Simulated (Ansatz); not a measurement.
C2H2O, SMILES `C=C=O` (charge 0, multiplicity 1).

These are r2SCAN/cc-pVTZ // B3LYP-D3(BJ)/def2-TZVP in Ansatz (a quantum-chemistry and plane-wave program) values and carry that method's errors.

Ansatz 0.2 input:
```yaml
crystal:
  periodic: [false, false, false]
  atoms:
    - { symbol: C, position_ang: [-0.524053, 0.005011, 0.087643] }
    - { symbol: C, position_ang: [0.741428, -0.007098, 0.41963] }
    - { symbol: O, position_ang: [1.862791, -0.017815, 0.713834] }
    - { symbol: H, position_ang: [-1.01886, -0.920404, -0.162573] }
    - { symbol: H, position_ang: [-1.061303, 0.940309, 0.06719] }
basis:
  gaussian: { orbitals: cc-pVTZ }
hamiltonian:
  xc: r2scan
```

Output:

```
Functional definition: r2SCAN
615 factors; their error is unknown
mean field evaluation 1: about -4146.2596 eV, gradient 5.3e1 eV
mean field evaluation 2: about -4143.4245 eV, gradient 6.0e1 eV
mean field evaluation 4: about -4151.8309 eV, gradient 3.5e0 eV
mean field evaluation 8: about -4151.8634 eV, gradient 2.6e-1 eV
mean field evaluation 16: about -4151.8506 eV, gradient 1.7e-5 eV
mean field -4151.85063757 eV, -152.5776967054 hartree, gradient 1.7e-5 eV, S^2 0.000000; 0 other end points of the search recorded, 0 dependent functions left out
reference -4151.85064406 eV, -152.5776969438 hartree; 11, 11 occupied and 107, 107 virtual orbitals, 615 factors
Total energy: -4151.85064406 eV, -152.5776969438 hartree
```
